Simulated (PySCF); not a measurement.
C3H6OS: core ionisation energies

Compound: C₃H₆OS.
Atom-mapped SMILES: `[CH3:1][O:2][C:3]([CH3:4])=[S:5]`

Cartesian coordinates in Å at the PBE0-D3(BJ)/def2-SVP level; atoms count from 1:
```
atom  x, y, z in Å
C1    -0.5413   -1.2970   -0.6082
O2    -1.0931    0.0009   -0.5730
C3    -0.4649    1.0191    0.0159
C4     0.8714    0.7411    0.6377
S5    -1.1701    2.4892    0.0287
H6    -1.2637   -1.9198   -1.1497
H7    -0.4030   -1.7113    0.4032
H8     0.4207   -1.3203   -1.1444
H9     0.7914   -0.0280    1.4239
H10    1.5872    0.3640   -0.1115
H11    1.2655    1.6620    1.0773
```

Method used: delta-SCF UKS SCAN, pcX-2 on the ionised atom, pcseg-1 elsewhere, spin-free X2C (PySCF). Binding energies are ΔSCF values: E(core-ionised, relaxed orbitals) − E(ground state) at a fixed geometry, referred to the vacuum level.

Q: What binding energy does each computed site have?

A: 
| atom(s) | bonded to | level | binding energy (eV) | above the level's lowest (eV) | count |
| --- | --- | --- | --- | --- | --- |
| S5 | C (double bond) | S 1s | 2475.80 | 0.00 | 1 |
| O2 | 2 C | O 1s | 539.56 | 0.00 | 1 |
| C3 | O, S (double bond) and C | C 1s | 293.40 | +1.91 | 1 |
| C1 | O and 3 H | C 1s | 292.97 | +1.48 | 1 |
| C4 | C and 3 H | C 1s | 291.49 | 0.00 | 1 |

Lowest listed C 1s: C4, bonded to C and 3 H. Highest, 1.91 eV above it: C3, bonded to O, S (double bond) and C. Summing the Pauling electronegativity differences to the bonded atoms, each weighted by its formal bond order, gives -1.05 for the lowest site and +0.95 for the highest; no listed site has a larger sum than the highest.

Q: What is the longest wavelength that can ionise S 1s of S5 vertically?

A: λ = hc/E = 12398.42 eV Å / 2475.80 eV = 5.008 Å.

Q: What is the C 1s shift of C1 against C3?

A: 292.97 − 293.40 = -0.43 eV, or -41 kJ/mol.

Not every level is listed. Spin contamination (⟨S²⟩ against 0.75 for a pure doublet) is marked for C 1s of C3 (0.93), which makes this value less certain. One conformer (not necessarily the lowest) at the PBE0-D3(BJ)/def2-SVP geometry, without solvent, vibrations or thermal averaging.
